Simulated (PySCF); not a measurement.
Structure problem from calculated spectra and properties.

Formula: C5H12N; charge +1.

- Couplings: largest of the computed one-bond spin–spin couplings (means over like bonds): 13C–1H +159.7, 13C–1H +158.2, 13C–1H +155.9, 13C–1H +145.3, 13C–1H +139.0, 13C–1H +135.3 (×3), 13C–1H +134.9, 15N–1H -77.5 (×3) Hz [B3LYP/pcJ-1, spin–dipole term left out for some pairs]
- Triplet: lowest triplet excitation (Tamm–Dancoff): 7.04 eV [TDA B3LYP/def2-SVPD]
- XPS: C1s 294.5, C1s 294.7, C1s 295.3, C1s 295.3, C1s 297.1, N1s 414.4 eV [ΔSCF SCAN, pcX-2 on the ionised atom, pcseg-1 elsewhere, spin-free X2C]
- Valence photoelectron: vertical ionisation energy: 15.19 eV [ΔSCF B3LYP/def2-SVPD]
- 1H NMR: chemical shifts (computed TMS as zero) by class: 4.39 (3 H), 3.26 (1 H), 2.62 (1 H), 2.53 (1 H), 2.18 (1 H), 1.90 (1 H), 1.85 (1 H), 1.48 (3 H) ppm [GIAO PBE0/pcSseg-1]
- 13C NMR: chemical shifts (computed TMS as zero) by class: 57.9 (1 C), 41.1 (1 C), 26.8 (1 C), 23.2 (1 C), 18.3 (1 C) ppm [GIAO PBE0/pcSseg-1]
- Rotational structure: rotational constants A, B, C: 4.464, 3.283, 2.118 GHz [PBE0-D3(BJ)/def2-SVP]
- UV, first state: lowest singlet excitation: 7.09 eV (175 nm, f = 0.002) [TDDFT B3LYP/def2-SVPD]
- NMR, other nuclei: isotropic shieldings of nuclei other than C and H, by class: 197 (1 N) ppm [GIAO PBE0/pcSseg-1]

The electronic properties come from PySCF, for the isolated species, density fitting. Levels stand in brackets. The structure is a single PBE0-D3(BJ)/def2-SVP conformer in the gas phase; no vibrational or solvent corrections. NMR classes are plain means over equivalent atoms (diastereotopic ones count apart unless rotation or inversion swaps them), as if these changed places fast.

Q: Propose a structure and show how it fits.

A: Numbering: `[CH3:1][C@@H:2]1[CH2:3][CH2:4][C@H:5]1[NH3+:6]`. 5 carbons fall into 5 classes; from least to most shielded: ring sp3 carbon bound to nitrogen [C5] (57.9 ppm), four-membered-ring carbon [C2] (41.1 ppm), four-membered-ring carbon [C4] (26.8 ppm), four-membered-ring carbon [C3] (23.2 ppm), methyl carbon [C1] (18.3 ppm). Hydrogen classes from least to most shielded: 3 H on an ammonium nitrogen, N6 (4.39 ppm, a mean of values up to 0.8 ppm apart in this geometry), 1 H on an sp3 carbon bound to nitrogen, C5 (3.26 ppm), 1 H on a four-membered-ring carbon, C4 (2.62 ppm), 1 H on a four-membered-ring carbon, C3 (2.53 ppm), 1 H on a four-membered-ring carbon, C2 (2.18 ppm), 1 H on a four-membered-ring carbon, C4 (1.90 ppm), 1 H on a four-membered-ring carbon, C3 (1.85 ppm), 3 H on a methyl carbon, C1 (1.48 ppm, a mean of values up to 0.6 ppm apart in this geometry). The other shieldings belong to: 197 ppm, ammonium nitrogen [N6]. The couplings run between: +159.7 Hz, sp3 carbon bound to nitrogen [C5] and its hydrogen; +158.2 Hz, four-membered-ring carbon [C3] and its hydrogen; +155.9 Hz, four-membered-ring carbon [C4] and its hydrogen; +145.3 Hz, four-membered-ring carbon [C3] and its hydrogen; +139.0 Hz, four-membered-ring carbon [C4] and its hydrogen; +135.3 Hz, methyl carbon [C1] and its hydrogen (with 2 like pairs); +134.9 Hz, four-membered-ring carbon [C2] and its hydrogen; -77.5 Hz, ammonium nitrogen [N6] and its hydrogen (with 2 like pairs). The core levels belong to: C1s 294.5 eV, methyl carbon [C1]; C1s 294.7 eV, four-membered-ring carbon [C3]; C1s 295.3 eV, four-membered-ring carbon [C2]; C1s 295.3 eV, four-membered-ring carbon [C4]; C1s 297.1 eV, sp3 carbon bound to nitrogen [C5]; N1s 414.4 eV, ammonium nitrogen [N6]. S1 is mainly HOMO→LUMO (weight 0.99); the largest Löwdin shares of the orbital it empties are 0.22 on a four-membered-ring carbon, 0.21 on a four-membered-ring carbon, 0.16 on the methyl carbon and 0.14 on a four-membered-ring carbon, of the orbital it fills 0.21 on the ammonium nitrogen, 0.18 on each of 2 atoms of one kind (N–H hydrogen) and 0.16 on an N–H hydrogen. The optimised geometry has point group C1 and is an asymmetric top. Structure: `C[C@@H]1CC[C@H]1[NH3+]`. Computed isomers that give other values at the same levels: `C[NH+]1CCCC1` (13C chemical shifts (computed TMS as zero) by class: 61.0 (2 C), 41.5 (1 C), 23.0 (2 C) ppm); `C[NH2+]CC1CC1` (13C chemical shifts (computed TMS as zero) by class: 62.0 (1 C), 36.3 (1 C), 9.5 (1 C), 7.0 (2 C) ppm); `C=CC[NH+](C)C` (core binding energies: C1s 294.8, C1s 295.3, C1s 297.2, C1s 297.3 (×2), N1s 413.5 eV). The assignments are read from this structure; whether some other isomer fits the data as well wasn't checked. The mirror image fits equally.
